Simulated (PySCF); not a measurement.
# A diatomic session: NaF

An exercise on one series of results from a longer session: the logs are not shown, and one member is left open.

Program: PySCF 2.14.0. Level of theory: Na STO-3G, F STO-3G, no relativity. These are calculated values, not measurements.

The first run:

A driver script around PySCF takes these settings:

| Quantity | Value |
| --- | --- |
| atoms | Na, F |
| charge | 0 |
| basis | Na STO-3G, F STO-3G |
| Hamiltonian | no relativity |
| basis functions | 14 |
| electrons treated | 20 |
| masses in u | 22.9898, 18.9984 |
| levels | PBE0, PBE, r²SCAN, M06, BLYP, TPSS, ωB97X, HF, MP2, SCS-MP2, CCSD, CCSD(T) |
| grid | 80 radial by 434 angular points |
| occupations | held fixed by the projection of orbital angular momentum |
| dissociation limit | Na + F, each in its ground configuration |
| starting distance in angstrom | 2.190 |
| values of 2S to try | 0, 2 |

Run with:

```bash
$ OMP_NUM_THREADS=1 python dia.py task.json out
```

Steps of the session up to this table: Input; PBE0 along the bond; Higher solutions at PBE0; PBE (GGA); r²SCAN; M06 (hybrid meta-GGA); BLYP (GGA); TPSS (meta-GGA); ωB97X (range-separated hybrid); RHF (mean field); MP2 and coupled cluster.

One of the session's tables, all rows but one given; the rest of the session is left out.

It belongs to the step «The curves together». Energy (eV) from each level's lowest point:

| R (Å) | RHF | RHF-MP2 | RHF-SCS-MP2 | RHF-CCSD | RHF-CCSD(T) |
| --- | --- | --- | --- | --- | --- |
| 1.517 | 1.266 | 1.259 | 1.274 | n/a | n/a |
| 1.588 | 0.555 | 0.549 | 0.561 | 0.564 | 0.559 |
| 1.658 | 0.163 | 0.159 | 0.167 | 0.169 | 0.166 |
| 1.711 | ? | ? | ? | ? | ? |
| 1.764 | 0.000 | 0.000 | 0.000 | 0.000 | 0.000 |
| 1.817 | 0.058 | 0.059 | 0.055 | 0.053 | 0.054 |
| 1.887 | 0.242 | 0.243 | 0.232 | 0.228 | 0.230 |
| 1.976 | 0.598 | 0.597 | 0.579 | 0.569 | 0.571 |
| 2.082 | 1.153 | 1.144 | 1.116 | 1.096 | 1.098 |
| 2.223 | 2.009 | 1.983 | 1.943 | n/a | n/a |

Estimate the missing values for R (Å) = 1.711.

Worked estimate for «RHF». A straight line through the neighbours (1.658, 0.163) and (1.764, 0.000) gives 0.163 + (0.000 − 0.163) × (1.711 − 1.658) / (1.764 − 1.658) = 0.081; a parabola fitted to 4 rows on both sides gives 0.023.

The run gave: RHF: 0.028; RHF-MP2: 0.026; RHF-SCS-MP2: 0.030; RHF-CCSD: 0.032; RHF-CCSD(T): 0.030. In «RHF» the line misses by +0.053 and the parabola by -0.005.
